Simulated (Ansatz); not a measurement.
bcc Eu was calculated with PBE (Ansatz, a program for electronic structure, plane waves, PAW).

Run with plane-wave cutoff 500 eV, 22×22×22 k mesh, Fermi–Dirac smearing 0.1 eV, spin-polarised with parallel moments, scalar-relativistic PAW data made under PBE.

Computed at the level's own relaxed cell.

Q: Give the computed volume per atom, lattice parameter a and magnetic moment per atom (the cell's total over its atoms).

A: 
* **volume per atom**: 42.42 Å³/atom
* **lattice parameter a**: 4.394 Å
* **magnetic moment per atom (the cell's total over its atoms)**: 7.30 μB

Measured, for comparison: equilibrium volume per atom 48.10 Å³/atom (293 K, no zero-point or thermal correction; as tabulated in Wikipedia's data pages); lattice constant a 4.582 Å (293 K, no zero-point or thermal correction, our sources range from 4.582 to 4.610; as tabulated in Wikipedia's data pages). Computed (rounded) less measured: equilibrium volume per atom -11.8 %, lattice constant a -4.1 % (-4.1 % to -4.7 % over the range).

Note: the 4f shell is treated without U or exact exchange, so its levels and filling can be wrong; the collinear magnetic order is the start's and need not be the measured one.

Moments are spin moments.

Spin–orbit coupling is not included.

The computed numbers hold no vibrational or temperature effects.

Computing time: about 120 core-seconds (a rough figure).
